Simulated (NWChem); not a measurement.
# benzene (C$_{6}$H$_{6}$); SMILES c1ccccc1

```xyz
12

C      1.3443     0.3800     0.0000
C      0.3430     1.3542     0.0000
C     -1.0013     0.9741     0.0000
C     -1.3443    -0.3800     0.0000
C     -0.3430    -1.3542     0.0000
C      1.0013    -0.9741     0.0000
H      2.3902     0.6758     0.0000
H      0.6099     2.4079     0.0000
H     -1.7804     1.7321     0.0000
H     -2.3902    -0.6758     0.0000
H     -0.6099    -2.4079     0.0000
H      1.7804    -1.7321     0.0000
```
Atoms are numbered in this order, from 1.

Geometry: optimised at B3LYP/6-31G* (spherical d).

### Question
Give the principal values of the shielding tensors (ppm) of C1 from B3LYP/6-311G** (spherical d), GIAO (NWChem), with their diamagnetic and paramagnetic parts as GIAO splits them.

### Answer
```json
[
 {"atom": "C1", "σ11": "-63.2", "σ22": "40.0", "σ33": "172.9", "isotropic": "49.9", "diamagnetic": "253.3", "paramagnetic": "-203.4"}
]
```
